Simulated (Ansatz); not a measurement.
Reaction (SMILES): O[O] (O-OH) → [O-]O (an electron is taken up)
B3LYP-D3(BJ)/def2-TZVP geometries, fixed; electronic energies without zero-point terms; positive where energy is released.
Largest species:
```
O
H 1 0.9780
O 1 1.3260 2 105.56
```
Charge 0, spin multiplicity 2.

Basis-set convergence of the adiabatic electron affinity at PBE with Ansatz (a first-principles code). Cartesian d functions, on some or all atoms, in 6-31G**; all else is spherical. The program fits the integrals of some runs and decomposes those of others, by size. Open shells are unrestricted. No added dispersion term, no relativity. Functions are those of the species that has most. Reference: the value in aug-pcseg-3, 0.904 eV, itself unsure by roughly 0.014 eV (its mean distance from aug-cc-pVQZ, def2-QZVPPD).

```json
[
 {"basis": "3-21G", "functions": "20", "adiabatic electron affinity (eV)": "(withheld)"},
 {"basis": "6-31G", "functions": "20", "adiabatic electron affinity (eV)": "-0.071"},
 {"basis": "pcseg-0", "functions": "20", "adiabatic electron affinity (eV)": "(withheld)"},
 {"basis": "pcseg-1", "functions": "33", "adiabatic electron affinity (eV)": "(withheld)"},
 {"basis": "6-31G**", "functions": "35", "adiabatic electron affinity (eV)": "-0.590"},
 {"basis": "def2-SVPD", "functions": "54", "adiabatic electron affinity (eV)": "0.937"},
 {"basis": "6-311++G(2d,2p)", "functions": "64", "adiabatic electron affinity (eV)": "0.846"},
 {"basis": "def2-TZVP", "functions": "68", "adiabatic electron affinity (eV)": "0.390"},
 {"basis": "cc-pVTZ", "functions": "74", "adiabatic electron affinity (eV)": "0.080"},
 {"basis": "def2-TZVPP", "functions": "76", "adiabatic electron affinity (eV)": "0.399"},
 {"basis": "6-311++G(3df,3pd)", "functions": "96", "adiabatic electron affinity (eV)": "(withheld)"},
 {"basis": "aug-pcseg-2", "functions": "115", "adiabatic electron affinity (eV)": "0.913"},
 {"basis": "cc-pVQZ", "functions": "140", "adiabatic electron affinity (eV)": "0.386"},
 {"basis": "pcseg-3", "functions": "153", "adiabatic electron affinity (eV)": "0.817"},
 {"basis": "def2-QZVPPD", "functions": "165", "adiabatic electron affinity (eV)": "0.893"},
 {"basis": "aug-cc-pVQZ", "functions": "206", "adiabatic electron affinity (eV)": "0.885"},
 {"basis": "aug-pcseg-3", "functions": "219", "adiabatic electron affinity (eV)": "0.904"},
 {"basis": "pcseg-4", "functions": "263", "adiabatic electron affinity (eV)": "0.846"}
]
```

Problem. What belongs in the gaps?

Solution. 
- 3-21G, adiabatic electron affinity (eV): -1.309
- pcseg-0, adiabatic electron affinity (eV): -0.338
- pcseg-1, adiabatic electron affinity (eV): -0.007
- 6-311++G(3df,3pd), adiabatic electron affinity (eV): 0.813
